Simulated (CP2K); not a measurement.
**PBE/DZVP-MOLOPT-SR-GTH (core potential) run of [CF3]+ (SMILES F[C+](F)F)**

Aim: the vertical electron affinity of [CF3]+ at PBE/DZVP-MOLOPT-SR-GTH (core potential), from 2 runs. 

The calculation is run with CP2K 2026.2.

1 further run of the same task is left out (set aside as unsound or not needed).

### 1 The structure to begin with

The species is [CF3]+ (4 atoms), meant as a singlet with charge +1. SMILES: `F[C+](F)F`. The coordinates come from a PBE0-D4/def2-TZVP relaxation.

Bond lengths: F1–C2 1.230 Å, C2–F3 1.230 Å, C2–F4 1.230 Å. Angles: F1–C2–F3 120.0°, F1–C2–F4 120.0°, F3–C2–F4 120.0°.

### 2 The energy at PBE/DZVP-MOLOPT-SR-GTH (core potential)

job.inp reads:

```
&GLOBAL
 PROJECT_NAME job
 RUN_TYPE ENERGY
 PRINT_LEVEL MEDIUM
&END GLOBAL

&FORCE_EVAL
 METHOD QUICKSTEP
 &DFT
  BASIS_SET_FILE_NAME BASIS_MOLOPT
  POTENTIAL_FILE_NAME GTH_POTENTIALS
  CHARGE 1
  MULTIPLICITY 1
  ! Quickstep
  &QS
   METHOD GPW
   EPS_DEFAULT 1.0E-10
  &END QS
  &MGRID
   CUTOFF 400
   REL_CUTOFF 50
   NGRIDS 4
  &END MGRID
  ! cluster boundary conditions
  &POISSON
   PERIODIC NONE
   POISSON_SOLVER MULTIPOLE
  &END POISSON
  ! SCF settings
  &SCF
   SCF_GUESS ATOMIC
   EPS_SCF 1.0E-06
   MAX_SCF 80
   ADDED_MOS 10
   &DIAGONALIZATION
    ALGORITHM STANDARD
   &END DIAGONALIZATION
   &MIXING
    METHOD BROYDEN_MIXING
    ALPHA 0.3
    NBUFFER 8
   &END MIXING
  &END SCF
  ! exchange and correlation
  &XC
   &XC_FUNCTIONAL PBE
   &END XC_FUNCTIONAL
  &END XC
  ! extra output
  &PRINT
   &MOMENTS
    PERIODIC F
    REFERENCE COM
    MAX_MOMENT 1
   &END MOMENTS
   &MO ON
    ENERGIES T
    OCCUPATION_NUMBERS T
    NDIGITS 6
    &EACH
     QS_SCF 0
    &END EACH
    ADD_LAST NUMERIC
   &END MO
   &HIRSHFELD OFF
   &END HIRSHFELD
  &END PRINT
 &END DFT
 ! atoms, cell and kinds
 &SUBSYS
  ! box in angstrom
  &CELL
   ABC [angstrom] 8.3 9.1 8.6
   PERIODIC NONE
  &END CELL
  &COORD
   F      0.698600    -0.114600     1.005400
   C      0.000000     0.000000     0.000000
   F     -0.609500    -0.973400    -0.439400
   F     -0.089000     1.088000    -0.566000
  &END COORD
  &TOPOLOGY
   &CENTER_COORDINATES
   &END CENTER_COORDINATES
  &END TOPOLOGY
  &KIND F
   BASIS_SET DZVP-MOLOPT-SR-GTH-q7
   POTENTIAL GTH-PBE-q7
  &END KIND
  &KIND C
   BASIS_SET DZVP-MOLOPT-SR-GTH-q4
   POTENTIAL GTH-PBE-q4
  &END KIND
 &END SUBSYS
&END FORCE_EVAL
```

On the command line:

```bash
$ OMP_NUM_THREADS=1 cp2k.psmp -i job.inp > job.out 2>&1
```

What it wrote:

```text
CP2K| version string:                                       CP2K version 2026.2
[...]
 GLOBAL| Method name                                                        CP2K
[...]
 GLOBAL| Run type                                                         ENERGY
[...]
 DFT| Spin restricted Kohn-Sham (RKS) calculation                            RKS
 DFT| Multiplicity                                                             1
[...]
 DFT| Charge                                                                   1
[...]
 FUNCTIONAL| PBE:
 QS| Method:                                                                 GPW
[...]
 QS| Density cutoff [a.u.]:                                                200.0
[...]
 QS| Relative density cutoff [a.u.]:                                        25.0
[...]
                             - Atoms:                                          4
[...]
                             - Spherical basis functions:                     52
[...]
 Number of electrons:                                                         24
[...]
     1 NoMix/Diag. 0.30E+00    2.5     1.03720126       -77.7093479567 -7.77E+01
[...]
    14 Broy./Diag. 0.30E+00    3.0     0.00000077       -78.0166987150 -3.85E-05
  *** SCF run converged in    14 steps ***
[...]
  Overlap energy of the core charge distribution:               0.00000024618697
  Self energy of the core charge distribution:               -206.27230609385376
  Core Hamiltonian energy:                                     58.18359068312327
  Hartree energy:                                              85.44363171210837
  Exchange-correlation energy:                                -15.37161526253220
  Total energy:                                               -78.01669871496735
[...]
                     Mulliken Population Analysis
 #  Atom  Element  Kind  Atomic population                           Net charge
       1     F        1          6.863103                              0.136897
       2     C        2          3.411440                              0.588560
       3     F        1          6.862701                              0.137299
       4     F        1          6.862756                              0.137244
 # Total charge                             24.000000                  1.000000
[...]
  Dipole moment [Debye]
    X=  0.1074864E-02 Y= -0.4587095E-04 Z=  0.1403028E-02  Total=      0.0017680
 ENERGY| Total FORCE_EVAL ( QS ) energy [hartree]            -78.016698714967347
[...]
```

Run time: 43 s. Hardware: 1 thread of AMD EPYC (Zen 3), shared host; peak memory 1 GiB.

### 3 Doublet neutral CF3, same level

job.inp reads:

```
&FORCE_EVAL
   METHOD Quickstep
   &DFT
      BASIS_SET_FILE_NAME BASIS_MOLOPT
      POTENTIAL_FILE_NAME GTH_POTENTIALS
      MULTIPLICITY 2
      SPIN_POLARIZED T
      &QS
         METHOD GPW
         EPS_DEFAULT 1.0E-10
      &END QS
      &MGRID
         CUTOFF 400
         REL_CUTOFF 50
         NGRIDS 4
      &END MGRID
      &POISSON
         PERIODIC NONE
         POISSON_SOLVER MULTIPOLE
      &END POISSON
      &SCF
         SCF_GUESS ATOMIC
         EPS_SCF 1.0E-05
         MAX_SCF 40
         &OT
            MINIMIZER DIIS
            PRECONDITIONER FULL_ALL
         &END OT
         &OUTER_SCF
            EPS_SCF 1.0E-05
            MAX_SCF 2
         &END OUTER_SCF
      &END SCF
      &XC
         &XC_FUNCTIONAL PBE
         &END XC_FUNCTIONAL
      &END XC
      &PRINT
         &MOMENTS
            PERIODIC F
            REFERENCE COM
            MAX_MOMENT 1
         &END MOMENTS
         &MO_CUBES
            NLUMO 2
            NHOMO -1
            WRITE_CUBE F
         &END MO_CUBES
         &HIRSHFELD OFF
         &END HIRSHFELD
      &END PRINT
   &END DFT
   &SUBSYS
      &CELL
         ABC 8.3 9.1 8.6
         PERIODIC NONE
      &END CELL
      &COORD
         F      0.698600    -0.114600     1.005400
         C      0.000000     0.000000     0.000000
         F     -0.609500    -0.973400    -0.439400
         F     -0.089000     1.088000    -0.566000
      &END COORD
      &TOPOLOGY
         &CENTER_COORDINATES
         &END CENTER_COORDINATES
      &END TOPOLOGY
      &KIND F
         BASIS_SET DZVP-MOLOPT-SR-GTH-q7
         POTENTIAL GTH-PBE-q7
      &END KIND
      &KIND C
         BASIS_SET DZVP-MOLOPT-SR-GTH-q4
         POTENTIAL GTH-PBE-q4
      &END KIND
   &END SUBSYS
&END FORCE_EVAL
&GLOBAL
   PROJECT_NAME job
   RUN_TYPE ENERGY
   PRINT_LEVEL MEDIUM
&END GLOBAL
```

On the command line:

```bash
$ OMP_NUM_THREADS=1 cp2k.psmp -i job.inp -o job.out
```

What it wrote:

```text
CP2K| version string:                                       CP2K version 2026.2
[...]
 GLOBAL| Method name                                                        CP2K
[...]
 GLOBAL| Run type                                                         ENERGY
[...]
 DFT| Spin unrestricted (spin-polarized) Kohn-Sham calculation               UKS
 DFT| Multiplicity                                                             2
[...]
 DFT| Charge                                                                   0
[...]
 FUNCTIONAL| PBE:
 QS| Method:                                                                 GPW
[...]
 QS| Density cutoff [a.u.]:                                                200.0
[...]
 QS| Relative density cutoff [a.u.]:                                        25.0
[...]
                             - Atoms:                                          4
[...]
                             - Spherical basis functions:                     52
[...]
 Number of electrons:                                                         13
[...]
     1 OT DIIS     0.15E+00    3.9     0.11034020       -75.9195223980 -7.59E+01
[...]
    19 OT DIIS     0.15E+00    4.6     0.00000922       -78.2802442723 -5.05E-08
  *** SCF run converged in    19 steps ***
[...]
  Overlap energy of the core charge distribution:               0.00000024618697
  Self energy of the core charge distribution:               -206.27230609385376
  Core Hamiltonian energy:                                     59.39760555733250
  Hartree energy:                                              84.46344377095441
  Exchange-correlation energy:                                -15.86898775294793
  Total energy:                                               -78.28024427232781
[...]
                     Mulliken Population Analysis
 #  Atom  Element  Kind  Atomic population (alpha,beta) Net charge  Spin moment
       1     F        1         3.575467     3.528294    -0.103762     0.047173
       2     C        2         2.273746     1.415244     0.311011     0.858502
       3     F        1         3.575374     3.528171    -0.103545     0.047204
       4     F        1         3.575413     3.528292    -0.103704     0.047121
 # Total charge and spin       13.000000    12.000000     0.000000     1.000000
[...]
  Dipole moment [Debye]
    X=  0.7556833E-03 Y=  0.2445069E-03 Z=  0.4036817E-03  Total=      0.0008910
[...]
 HOMO - LUMO gap [eV] :   10.362980
 ENERGY| Total FORCE_EVAL ( QS ) energy [hartree]            -78.280244272327806
[...]
```

Run time: 89 s. Hardware: 1 thread of AMD EPYC (Zen 3), shared host; peak memory 0.77 GiB.

### 4 Outcome

At PBE/DZVP-MOLOPT-SR-GTH (core potential):

| quantity | value |
| --- | --- |
| singlet [CF3]+: total energy | -78.01670 Eh |
| singlet [CF3]+: HOMO energy | -19.55 eV |
| singlet [CF3]+: LUMO energy | -11.75 eV |
| singlet [CF3]+: HOMO–LUMO gap | 7.80 eV |
| doublet neutral CF3: total energy | -78.28024 Eh |
| doublet neutral CF3: dipole moment | 0.00 D |
| doublet neutral CF3: HOMO energy (highest over α and β) | -2.42 eV |
| doublet neutral CF3: LUMO energy (lowest over α and β) | 0.12 eV |
| doublet neutral CF3: ⟨S²⟩ | 0.753 |
| vertical electron affinity (to the doublet neutral) | 7.171 eV |

At fixed nuclei the extra electron is bound by 7.17 eV (692 kJ/mol).
